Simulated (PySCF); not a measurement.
Give a PBE0-D3(BJ)/def2-SVP geometry of InChI=1S/C4H2S/c1-2-3-4-5/h1,3H.

```
atom  x, y, z in Å
C1    -1.9784   -0.2788   -0.1813
C2    -0.8184    0.0646   -0.0766
C3     0.5275    0.4894    0.0483
C4     1.5643   -0.3375    0.0017
S5     2.7841   -1.2939   -0.0511
H6    -3.0026   -0.5873   -0.2752
H7     0.7483    1.5559    0.1921
```

Orientation and origin are arbitrary. Atoms count from 1 in this order. The C–C distances run from 1.214 Å (C1≡C2, drawn triple) to 1.417 Å (C2–C3, drawn single), a spread of 0.203 Å. The 5 heavy atoms lie in one plane (0.000 Å rms).

Bonds between heavy atoms (Å): C1≡C2 1.214, C2–C3 1.417, C3=C4 1.327, C4=S5 1.551.

Level of theory: PySCF, PBE0-D3(BJ)/def2-SVP geometry optimisation, gas phase.

Point group: Cs (every atom within 0.08 Å of its image). No PBE0-D3(BJ)/def2-SVP frequencies stand behind this structure, so it isn't proved a minimum.
